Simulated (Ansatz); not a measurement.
# Property card for Sn$_{3}$O$_{4}$

All numbers below come from DFT PBEsol, scalar-relativistic, plane waves, PAW (Ansatz 0.2.0).

Cutoff 420 eV; k points 6×6×6 on the computed 14-atom cell (Γ-centred); Gaussian smearing, width 0.10 eV; no spin polarisation.

The structure is relaxed at this level of theory with its symmetry kept. Whether it is the stable form of this composition wasn't checked.

```
CELL_PARAMETERS angstrom
7.09704 0.00000 0.00718
0.00000 5.77402 0.00000
-0.00626 0.00000 6.02608
ATOMIC_POSITIONS crystal
Sn 0.79900 0.50000 0.25001
Sn 0.20100 0.50000 0.24999
Sn 0.20100 0.50000 0.74999
Sn 0.79900 0.50000 0.75001
Sn 0.50000 0.00000 0.00000
Sn 0.50000 0.00000 0.50000
O 0.71966 0.27301 0.00001
O 0.28034 0.27301 0.49999
O 0.28034 0.72699 0.99999
O 0.71966 0.72699 0.50001
O 0.28034 0.27301 0.99999
O 0.71966 0.27301 0.50001
O 0.71966 0.72699 0.00001
O 0.28034 0.72699 0.49999
```

```
Space group                                                       : Pmmm (No. 47)
Volume per atom                                                   : 17.64 Å³
Formation energy from the elements' standard states (uncorrected) : -1.223 eV/atom
Kohn–Sham band gap                                                : none (metal)
Density of states at the Fermi level                              : 0.09 states/eV per cell (so small that it hangs on the mesh: a semimetal, or crossings between mesh points)
Löwdin character within 0.5 eV of the Fermi level                 : O 2p 49 %, Sn 5p 26 %, Sn 5s 18 %
Bulk modulus                                                      : 89 GPa
Its pressure derivative                                           : 5.0
```